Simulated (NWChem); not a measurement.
System: thiophene (C4H4S); SMILES s1cccc1

```xyz
9

C      0.0000     0.7120    -1.2695
C      0.0000    -0.7120    -1.2695
C      0.0000    -1.2351    -0.0030
S      0.0000     0.0000     1.1892
C      0.0000     1.2351    -0.0030
H      0.0000     1.3254    -2.1718
H      0.0000    -1.3254    -2.1718
H      0.0000    -2.2833     0.2934
H      0.0000     2.2833     0.2934
```
Atoms are numbered in this order, from 1.

Program: NWChem. Pople sets run with spherical d functions. Coordinates come from a PBE0/def2-SVP optimisation. Ions are spin-unrestricted doublets at the neutral geometry; other ion states weren't tried.

For level LDA (Slater exchange, VWN5)/6-31+G*:

```yaml
vertical ionisation energy, ΔSCF (eV): 9.13
"−ε(HOMO) (eV)": 5.97
```

What are these values for level PBE/6-31+G*?

The vertical ionisation energy, ΔSCF (eV) is 8.87. The −ε(HOMO) (eV) comes out as 5.81.
